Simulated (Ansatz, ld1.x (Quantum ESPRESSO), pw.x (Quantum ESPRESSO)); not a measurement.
# pw.x on sc Sr: one setting changed

Potential: PAW, ld1.x (Quantum ESPRESSO) 7.5, PBEsol; core [Ar] 3d10, reference 4s2 4p6 4d0 5s2 5p0; waves: 4s (bound): rcut 2.25, rcutus 2.45 bohr; 5s (bound): rcut 2.25, rcutus 2.45 bohr; 4p (bound): rcut 2.10, rcutus 2.40 bohr; 5p (bound, empty): rcut 2.10, rcutus 2.40 bohr; 4d (bound, empty): rcut 1.90, rcutus 2.55 bohr; 4d channel at 0.35 Ry: rcut 1.90, rcutus 2.55 bohr; local part: all-electron potential smoothed inside 2.50 bohr (lloc = -2); core correction: a·sin(br)/r model core inside 1.10 bohr; augmentation: PSQ, inside the norm-conserving radii.

The reference run (k-mesh 9³, cutoffs 40/320 Ry, Fermi–Dirac 0.01 Ry, mixing_beta 0.4, conv_thr 1e-9, no spin) gives -0.06 GPa at 54.417 Å³/atom, where all-electron LAPW gives -0.06 GPa. This run, with its own iteration cap, changes conv_thr to 1e-06.

```
&control
  calculation='scf', prefix='x', pseudo_dir='./', outdir='./tmp', tstress=.true., disk_io='none'
/
&system
  ibrav=0, nat=1, ntyp=1, ecutwfc=40, ecutrho=320, nbnd=12,
  occupations='smearing', smearing='fd', degauss=0.01
/
&electrons
  conv_thr=1e-06, mixing_beta=0.4, electron_maxstep=60
/
ATOMIC_SPECIES
Sr 1.0 Sr.UPF
CELL_PARAMETERS angstrom
  3.78946760 0.00000000 0.00000000
  0.00000000 3.78946760 0.00000000
  0.00000000 0.00000000 3.78946760
ATOMIC_POSITIONS crystal
Sr 0.0000 0.0000 0.0000
K_POINTS automatic
9 9 9 0 0 0
```

```bash
pw.x < Sr.scf.in > Sr.scf.out
```

**Question.** How does the run end?

**Answer.** It converges in 5 iterations; the free energy moves by +0.0 meV/atom and the pressure by +0.00 GPa. The result is that of the reference run.

```
Message from routine setup:
     using ibrav=0 with symmetry is DISCOURAGED, use correct ibrav instead
     lattice parameter (alat)  =       7.1611  a.u.
     unit-cell volume          =     367.2241 (a.u.)^3
     number of electrons       =        10.00
     number of Kohn-Sham states=           12
     kinetic-energy cutoff     =      40.0000  Ry
     charge density cutoff     =     320.0000  Ry
     scf convergence threshold =      1.0E-06
     Exchange-correlation= SLA  PW   PSX  PSC
     number of k points=    35  Fermi-Dirac smearing, width (Ry)=  0.0100
     iteration #  1     ecut=    40.00 Ry     beta= 0.40
     total energy              =    -256.34266916 Ry
     estimated scf accuracy    <       0.01027047 Ry
     iteration #  2     ecut=    40.00 Ry     beta= 0.40
     total energy              =    -256.34222778 Ry
     estimated scf accuracy    <       0.00326893 Ry
     iteration #  3     ecut=    40.00 Ry     beta= 0.40
     total energy              =    -256.34232325 Ry
     estimated scf accuracy    <       0.00002116 Ry
     iteration #  4     ecut=    40.00 Ry     beta= 0.40
     total energy              =    -256.34235222 Ry
     estimated scf accuracy    <       0.00000203 Ry
     iteration #  5     ecut=    40.00 Ry     beta= 0.40
     the Fermi energy is     4.7749 ev
!    total energy              =    -256.34235239 Ry
     estimated scf accuracy    <       0.00000017 Ry
     smearing contrib. (-TS)   =      -0.00571174 Ry
     convergence has been achieved in   5 iterations
          total   stress  (Ry/bohr**3)                   (kbar)     P=       -0.57
     Message from routine punch:
     Nothing written, as per user request (disk_io='none')
```

The run took about 9.4 s on one core of a shared host (Intel(R) Xeon(R) Platinum 8488C, 192 threads, 744 GiB, load 92).
